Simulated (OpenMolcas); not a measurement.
# A OpenMolcas job on CO2 (carbon dioxide)

Wanted: the vertical excitations of CO2 (carbon dioxide).

The results are computed with OpenMolcas 26.06.

1 further run of the same task is left out (set aside as unsound or not needed).

## (1) The system as given

The species is CO2 (3 atoms), meant as a singlet with charge 0. As SMILES, `O=C=O`. The coordinates come from a PBE0-D4/def2-TZVP relaxation.

Bond lengths: O1–C2 1.157 Å, C2–O3 1.157 Å. Angles: O1–C2–O3 180.0°.

## (2) The run

input.xyz

```xyz
3

O      0.371620    -1.091900     0.088230
C      0.000120     0.000050     0.000070
O     -0.371750     1.091850    -0.088290
```

step19.input

```
&gateway
 coord = input.xyz
 basis = cc-pVDZ
 group = NoSym

&seward

&rasscf
 fileorb = $CurrDir/step2.RasOrb
 spin = 1
 nactel = 3 0 0
 inactive = 10
 ras2 = 2
 ciroot = 3 3 1
 orblisting = Nothing
 orbappear = Compact

&caspt2
 multistate = all
```

Command:

```bash
export MOLCAS_MEM=1860
pymolcas step19.input > step19.log
```

The log of the run:

```text
--- Start Module: gateway ---

                                              &GATEWAY

                       available to each process: 1.9 GB of memory, 1 thread

++    Symmetry information:
      ---------------------

                    Character Table for C1

                             E
                    a        1  x, y, xy, Rz, z, xz, Ry, yz, Rx, I
--

++    Basis set information:
      ----------------------

      Basis set label: O.CC-PVDZ.........

      Electronic valence basis set:
      ------------------
      Associated Effective Charge   8.000000 au
      Associated Actual Charge      8.000000 au
      Nuclear Model: Point charge

      Shell  nPrim  nBasis  Cartesian Spherical Contaminant
         s       9       3        X
         p       4       2        X
         d       1       1                 X

      Basis set label: C.CC-PVDZ.........

      Electronic valence basis set:
      ------------------
      Associated Effective Charge   6.000000 au
      Associated Actual Charge      6.000000 au
      Nuclear Model: Point charge

      Shell  nPrim  nBasis  Cartesian Spherical Contaminant
         s       9       3        X
         p       4       2        X
         d       1       1                 X

      Basis set label: O.CC-PVDZ.........

[... 57 lines left out ...]
                       available to each process: 1.9 GB of memory, 1 thread

               SEWARD will generate:
                  Multipole Moment integrals up to order  2
                  Kinetic Energy integrals
                  Nuclear Attraction integrals (point charge)
                  One-Electron Hamiltonian integrals
                  Velocity integrals
                  Orbital angular momentum around ( -0.0000  -0.0000  -0.0000 )
                  Velocity quadrupole around ( -0.0000  -0.0000  -0.0000 )
                  Two-Electron Repulsion integrals

                   Integrals are discarded if absolute value <: 1.00E-14
                   Integral cutoff threshold is set to       <: 1.00E-16

            Nuclear Potential Energy             58.55471184 au

      Basis set specifications :
      Symmetry species         a
      Basis functions           42

--- Stop Module: seward /rc=_RC_ALL_IS_WELL_ ---
--- Module seward spent 1 second ---

--- Start Module: rasscf ---

                                              &RASSCF

                       available to each process: 1.9 GB of memory, 1 thread

 ******************** ERROR *********************
 ###############################################################################
 ###    ERROR: No such wave function.                                        ###
 ###############################################################################
 The following combined specifications are wrong.
 Nr of active electrons NACTEL=   3
 Nr of active orbitals     NAC=   2
 Spin degeneracy         ISPIN=   1
 There can be no such wave function.
 ************************************************
--- Stop Module: rasscf /rc=_RC_INPUT_ERROR_ ---

.####################.
.# User input error #.
.####################.

    Timing: Wall=1.44 User=1.07 System=0.32
```

Run time: 1.7 s. Hardware: 1 thread of Intel Xeon Platinum 8259CL at 2.50GHz (Skylake/Cascade Lake), shared host; peak memory 0.38 GiB.

## (3) Reading the log

The job stopped with an error part of the way.

The log says `ERROR: No such wave function.`. Cause: wrong electron count.
